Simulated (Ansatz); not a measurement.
An Ansatz input:

```yaml
crystal:
  lattice:
    - [0.0, 1.9497196818, 1.9497196818]
    - [1.9497196818, 0.0, 1.9497196818]
    - [1.9497196818, 1.9497196818, 0.0]
  atoms:
    - { symbol: Rh, position: [0.0, 0.0, 0.0], spin: 1.0 }
hamiltonian:
  xc: blyp
  pseudopotentials:
    kind: paw
    azcp:
      Rh: "pseudopotentials/Rh.paw.azcp"
basis:
  ecutwfc: 420
  fft_grid_basis: typed
kpoints:
  mp_grid: { grid: [23, 23, 23], shift: [0, 0, 0] }
magnetization:
  spin_polarized: true
scf:
  occupations: { method: fermi_dirac, width: 0.05 }
```

Output

```
Engine: ansatz 0.2.0, aarch64-unknown-linux-gnu
Pseudopotentials: kind: paw
Pseudopotential: Rh, paw, valence charge 17, recommended cutoff 420 eV (normal) 
Functional definition: BLYP
  parameter beta = 0.0042
  parameter a = 0.04918
  parameter b = 0.132
  parameter c = 0.2533
  parameter d = 0.349
  exchange = b88_x(beta = beta)
  correlation = lyp_c(a = a, b = b, c = c, d = d)
Crystal: 1 atoms, lattice volume = 14.823 Å³
Basis set: ecut = 420 eV, 283 PW (Γ), exchange–correlation on 40×40×40 points (8 copies of the dense FFT grid, shifted against one another)
Bands: 13, of which v1, the nominal top of the filled ones, is band 9 counted from 1 (8 counted from 0)
Symmetry: 48 space group operations
Space group: Fm-3m (ITA 225), of the structure as read, at distance tolerance 2.5e-5 Å
Magnetic group: BNS 225.116 (UNI 1618), of the structure as read, at distance tolerance 2.5e-5 Å
k-points: 364 of 12167
Non-local potential: Rh, projectors of the file, l = 0: 3, l = 1: 2, l = 2: 2, l = 3: 1
PAW form: soft (Blöchl's): semilocal exchange-correlation on the pseudo side does not see the compensation charge
PAW frozen core: Rh, regenerated for the run's functional, and the local potential with it (the file was generated under x = pbe(κ = 0.804, μ = 0.2195149727645171), c = pbe(β = 0.06672455060314922))
PAW one-centre angular grid: Rh, 590 points (default); XC on 64 Gauss nodes
Initial density: superposition of atomic densities (chi_scale 0.1, normalization cell)
Starting moments: Σ|m| = 1 μB on 1 of 1 site
Initial wavefunctions: pseudopotential atomic-orbital guess
Functional: x = b88, c = lyp
SCF iter   1: F=—  HF=-6417.743571 eV  |F-HF|=—  |Δ(HF+E_count)|=         —  Δρ=9.07e-2 (↑9.07e-2 ↓3.43e-2)  dr2=1.25e0  dr2_m=3.29e-1  M=0.112 μB ∫|m|=0.112 μB  β_m=0.30  ethr=3.10e-3  ⟨swp⟩=4.8  Hψ=51216  notcnv=0
Mixer restart at iter 1: flushing history
SCF iter   2: F=—  HF=-6417.331273 eV  |F-HF|=—  |Δ(HF+E_count)|=   4.12e-1  Δρ=6.09e-2 (↑6.09e-2 ↓2.54e-2)  dr2=4.89e-1  dr2_m=1.72e-1  M=0.092 μB ∫|m|=0.092 μB  β_m=0.57  ethr=3.10e-3  ⟨swp⟩=2.0  Hψ=18198  notcnv=0
SCF iter   3: F=—  HF=-6417.115072 eV  |F-HF|=—  |Δ(HF+E_count)|=   2.16e-1  Δρ=8.66e-3 (↑8.66e-3 ↓8.09e-3)  dr2=3.86e-3  dr2_m=7.22e-3  M=0.025 μB ∫|m|=0.026 μB  β_m=0.76  ethr=2.87e-3  ⟨swp⟩=2.2  Hψ=15643  notcnv=0
SCF iter   4: F=—  HF=-6417.116156 eV  |F-HF|=—  |Δ(HF+E_count)|=   1.08e-3  Δρ=6.38e-4 (↑5.02e-4 ↓6.38e-4)  dr2=1.27e-4  dr2_m=4.72e-6  M=0.001 μB ∫|m|=0.002 μB  β_m=0.88  ethr=2.27e-5  ⟨swp⟩=2.1  Hψ=21221  notcnv=0
SCF iter   5: F=—  HF=-6417.116274 eV  |F-HF|=—  |Δ(HF+E_count)|=   1.17e-4  Δρ=2.64e-4 (↑1.01e-4 ↓2.64e-4)  dr2=1.67e-5  dr2_m=1.35e-6  M=0.001 μB ∫|m|=0.001 μB  β_m=0.94  ethr=7.45e-7  ⟨swp⟩=1.9  Hψ=12460  notcnv=0
SCF iter   6: F=—  HF=-6417.116277 eV  |F-HF|=—  |Δ(HF+E_count)|=   3.06e-6  Δρ=1.20e-4 (↑1.20e-4 ↓9.97e-5)  dr2=6.05e-6  dr2_m=1.94e-8  M=0.000 μB ∫|m|=0.000 μB  β_m=0.81  ethr=9.82e-8  ⟨swp⟩=2.2  Hψ=14694  notcnv=0
SCF iter   7: F=—  HF=-6417.116275 eV  |F-HF|=—  |Δ(HF+E_count)|=   2.35e-6  Δρ=3.71e-5 (↑3.71e-5 ↓2.10e-5)  dr2=4.14e-7  dr2_m=1.26e-8  M=0.000 μB ∫|m|=0.000 μB  β_m=0.91  ethr=3.56e-8  ⟨swp⟩=2.4  Hψ=13444  notcnv=0
SCF iter   8: F=—  HF=-6417.116274 eV  |F-HF|=—  |Δ(HF+E_count)|=   1.85e-7  Δρ=7.21e-6 (↑7.21e-6 ↓3.88e-6)  dr2=1.56e-8  dr2_m=5.36e-10  M=0.000 μB ∫|m|=0.000 μB  β_m=0.95  ethr=2.44e-9  ⟨swp⟩=2.5  Hψ=13763  notcnv=0
SCF iter   9: F=—  HF=-6417.116274 eV  |F-HF|=—  |Δ(HF+E_count)|=   6.48e-9  Δρ=8.39e-7 (↑8.39e-7 ↓4.13e-7)  dr2=2.08e-10  dr2_m=7.82e-12  M=0.000 μB ∫|m|=0.000 μB  β_m=0.98  ethr=9.17e-11  ⟨swp⟩=2.5  Hψ=14143  notcnv=0
SCF iter  10: F=-6417.116274 eV  HF=-6417.116274 eV  |F-HF|=6.37e-12  |Δ(HF+E_count)|=  7.28e-11  Δρ=1.22e-7 (↑5.31e-8 ↓1.22e-7)  dr2=3.79e-12  dr2_m=3.70e-13  M=0.000 μB ∫|m|=0.000 μB  ethr=1.22e-12  ⟨swp⟩=1.0  Hψ=26826  notcnv=0
SCF 1 converged in 10 iterations: F = -6417.116274 eV  dr2 = 3.79e-12
WARN: the starting moments were not kept: the SCF closed with an absolute magnetisation of 8.3e-7 μB, where they sum to 1 μB in size (1 site). That is at most 0.1 of that sum. Measured as dr2_m measures the in/out step, that magnetisation stands 4.5e-13 eV from none, at or under the dr2_threshold of 1.0e-7 eV: it is no larger than a step whose dr2_m would equal this threshold. The system may hold no moment; this SCF shows only that its start led to no more than that. To try another start: raise the starting moments (crystal.atoms[].spin, magnetization.per_species, magnetization.initial_magnetization, or on a non-collinear deck that types none of these the spinor_matrix: blocks that start its atoms; where the total moment is fixed, keep their sum and leave initial_magnetization as it is; typed ones take the place of any that the run laid by itself, positive ones on a crystal's lanthanoids without a Hubbard term where scf.initial_density.shell_occupations: [] is typed) or, if the notice of its spin-set hold's release reads "site moments contracting" or "site moments show no strong build", lengthen the hold (scf.mixing.spin_hold: { on: { confirm: 4 } }; for m-r²SCAN on two components see the key's manual first). Each may lead to a state that holds a moment. A second SCF, from the converged charge density, with the starting moments and any scf.initial_density.shell_occupations laid on it anew, would have followed, and was not run: the deck does not ask for one (magnetization.retry_lost_moments is false, the default). To let it run, set magnetization.retry_lost_moments: true and run the deck again, where that key's refused combinations let it; where memory then withholds it, that run's warning says so.
SCF converged after 10 iterations
Magnetization: 0.0000 μB (8.5000 up, 8.5000 down)
Absolute magnetization: 0.0000 μB (∫|ρ↑−ρ↓|, with the PAW one-centre terms)
Spin contamination: 0.0000 ħ² per cell (⟨S²⟩ above its minimum at these occupations)
Per-site moments (μB) at R_I (Å): [(7.69452284889883e-7, 1.1373945069412674)]
Free energy (F): -6417.116274 eV
Harris-Foulkes:  -6417.116274 eV  (|F-HF|=6.37e-12)
Internal energy: -6417.104240 eV  (E = F + TS)
E sigma→0 (E₀):  -6417.110257 eV
Entropy (-TS):   -0.012035 eV (-12.035 meV/atom)
Fermi energy:    20.798172 eV
--- Per-component energies (eV) ---
  E_band       = -106.863542
  E_kinetic    = 572.571869
  E_local      = -1659.662802  (includes V_loc(G=0)·N_el)
  E_nonlocal   = 355.019094
  E_hartree    = 584.334360
  E_xc         = -218.230756
  E_vxc        = -273.177164  (∫ρ·V_xc dr)
  E_paw        = -3604.733204  (= ΣΔE_a)
  E_vpaw       = -270.284020  (= ΣTr[D̂ρ^β])
  E_aug_tail   = 0.000851  (compensation charges beyond the density's cutoff)
  E_ewald      = -2446.491723
  E_core_change = 0.088071  (= ΣΔE_core)
  E_smearing   = -0.012035  (= −TS)
  E_closure    = 0.000000  (closes the sum)
  Σ components = -6417.116274   (vs F -6417.116274, Δ=0.00e0)
```
